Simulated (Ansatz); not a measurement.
**AgPtBr₅: from a trial structure to a relaxed crystal**

Method: DFT PBE, scalar-relativistic, plane waves, PAW in Ansatz 0.2.0. Cutoff 420 eV, Γ-centred k mesh, Gaussian smearing, no spin polarisation in the final step.

The start puts AgPtBr₅ on the sites of a reported ZnPd5Se cell (P4/mmm, No. 123), with Ag in place of Zn, Pt in place of Se, Br in place of Pd, at a guessed volume.

```
CELL_PARAMETERS angstrom
4.67286 0.00000 0.00000
0.00000 4.67286 0.00000
0.00000 0.00000 8.20718
ATOMIC_POSITIONS crystal
Ag 0.50000 0.50000 0.00000
Pt 0.00000 0.00000 0.50000
Br 0.50000 0.00000 0.72620
Br 0.00000 0.50000 0.72620
Br 0.50000 0.00000 0.27380
Br 0.00000 0.50000 0.27380
Br 0.00000 0.00000 0.00000
```

Steps on the 4×4×2 mesh (7 atoms). 11 of 16 steps are shown, and the free energy counts from the last. Trial steps that were taken back and renewals of the plane-wave basis can be among the rows.

```
step  ΔF (meV/atom) V (Å³/atom) P (GPa) largest force component (eV/Å)
   1          144.2        25.60    -2.24                           1.078
   2           39.0        24.62    -0.38                           0.297
   4           30.4        24.72     0.25                           0.007
   5           26.4        25.10     0.05                           0.033
   6           19.6        25.58     0.32                           0.029
   8            7.3        26.58     0.37                           0.045
   9            6.7        27.09    -0.18                           0.035
  12            3.8        27.07     0.20                           0.002
  13            2.1        27.54     0.12                           0.006
  15            0.2        28.94     0.08                           0.010
  16            0.0        28.94     0.08                           0.010
```

A final relaxation ran on a 8×8×4 mesh. The relaxed crystal, P4/mmm (No. 123):

```cif
data_structure
_symmetry_space_group_name_H-M 'P4/mmm'
_symmetry_Int_Tables_number 123
_cell_length_a 4.3822
_cell_length_b 4.3822
_cell_length_c 10.9528
_cell_angle_alpha 90.000
_cell_angle_beta 90.000
_cell_angle_gamma 90.000
_cell_volume 210.33
loop_
_atom_site_label
_atom_site_type_symbol
_atom_site_symmetry_multiplicity
_atom_site_Wyckoff_symbol
_atom_site_fract_x
_atom_site_fract_y
_atom_site_fract_z
_atom_site_occupancy
Ag1 Ag 1 c 0.50000 0.50000 0.00000 1
Pt1 Pt 1 b 0.00000 0.00000 0.50000 1
Br1 Br 4 i 0.50000 0.00000 0.65058 1
Br2 Br 1 a 0.00000 0.00000 0.00000 1
```

```yaml
Volume_per_atom: 30.0 Å³
Density: 5.5 g/cm³
Energy_over_the_elements: 0.22 eV/atom
Gap_on_the_8×8×4_mesh: 0 eV (a metal)
```

Formation energies are uncorrected and refer to the elements' standard structures at the same level.

The final run used a 8×8×4 mesh on its 7-atom cell and 0.10 eV smearing. The k mesh leaves about 4 meV/atom of noise in metals. Weakly bound directions are ill-defined at this level, which has no dispersion term. Spin–orbit coupling is left out.

A structure relaxed within its symmetry needn't be a true minimum.

Cost: 3 runs of about 4.8 core-minutes in all, on Arm Neoverse V2 (shared hosts).